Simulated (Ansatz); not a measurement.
## Ansatz (development build ahead of 0.2.0) run

```yaml
crystal:
  periodic: [false, false, false]
  atoms:
    - { symbol: C, position_ang: [0.03545, -0.01529, -0.7069] }
    - { symbol: C, position_ang: [-0.01627, 0.00514, 0.78939] }
    - { symbol: H, position_ang: [0.94048, -0.03409, 1.36399] }
    - { symbol: H, position_ang: [-0.97632, 0.00358, 1.37948] }
    - { symbol: H, position_ang: [0.0082, 1.01124, -1.07301] }
    - { symbol: H, position_ang: [0.8502, -0.46687, -1.1516] }
    - { symbol: H, position_ang: [-0.92804, -0.47247, -1.08995] }
basis:
  gaussian: { orbitals: aug-cc-pVDZ }
magnetization:
  spin_polarized: true
  initial_magnetization: 1
hamiltonian:
  xc: hf
correlation:
  method: mp2
  frozen_orbitals: { C: 1, H: 0 }
```

The input is written out in the form of the current development build from the run's settings.

Output:

```yaml
Converged: yes
Reference_energy: -78.59903 hartree
Correlation_energy: -0.27943 hartree
Total_energy: -78.87846 hartree
Spin_squared_of_the_determinant: 0.765
```
